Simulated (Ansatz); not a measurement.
Start from `CC1=C(O)C1` and change one atom or group to get `OC1=CC1`.

Ansatz, PBE0-D4/def2-TZVP geometries, multiplicity 1. Each molecule was computed in one conformer, which needn't be the lowest.

```
                                          property  `CC1=C(O)C1`
               HOMO–LUMO gap (PBE/def2-TZVPP) / eV          4.77
                HOMO energy (PBE0/def2-TZVPP) / eV         -6.14
size of the dipole moment (ωB97M-V/def2-TZVPP) / D          2.12
                 HOMO energy (PBE/def2-TZVPP) / eV         -4.98
             HOMO energy (ωB97M-V/def2-TZVPP) / eV         -8.33
             HOMO–LUMO gap (B3LYP/def2-TZVPP) / eV          6.23
```

Q: What does the change do to each property? (Best estimate.)

A: Computed: 
```tsv
property	`OC1=CC1`	shift
HOMO–LUMO gap (PBE/def2-TZVPP) / eV	5.27	0.50
HOMO energy (PBE0/def2-TZVPP) / eV	-6.52	-0.38
size of the dipole moment (ωB97M-V/def2-TZVPP) / D	1.30	-0.82
HOMO energy (PBE/def2-TZVPP) / eV	-5.34	-0.36
HOMO energy (ωB97M-V/def2-TZVPP) / eV	-8.75	-0.42
HOMO–LUMO gap (B3LYP/def2-TZVPP) / eV	6.75	0.52
```

With PBE0 the HOMO falls by 0.38 eV and the LUMO rises by 0.17 eV, so the gap widens by about 0.55 eV. PBE moves the HOMO by -0.36 eV and ωB97M-V by -0.42 eV. Dipoles are sizes alone; their direction can turn.

B3LYP here is the variant with VWN-RPA as its local correlation; programs differ in this.
